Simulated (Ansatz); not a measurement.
System (SMILES): [F][Al][F], doublet.
Atoms: Al1, F2, F3. Bonds: Al1-F2, Al1-F3.

Basis-set convergence of the lowest harmonic wavenumber at MP2 with Ansatz (a quantum-chemistry and plane-wave program). Each level at its own minimum, finite differences of forces, unscaled; the reference is a large set that could be run, not a limit. Cartesian d functions, on some or all atoms, in 6-31G*, 6-311G**; all else is spherical. Cores are frozen. Open shells are unrestricted. No added dispersion term, no relativity. Reference: the value in aug-cc-pV(T+d)Z, 243 cm⁻¹, itself unsure by roughly 3 cm⁻¹ (its distance from def2-TZVPPD). Deviations are taken from unrounded values.

```csv
basis,functions,lowest harmonic wavenumber (cm⁻¹),minus reference (cm⁻¹)
def2-SVP,46,249,6
6-31G*,49,257,14
cc-pV(D+d)Z,51,239,-4
6-311G**,63,248,5
pcseg-2,94,246,4
def2-TZVP,99,243,0
jun-cc-pV(T+d)Z,126,239,-3
cc-pCVTZ,145,241,-2
aug-cc-pV(T+d)Z,147,243,0
```
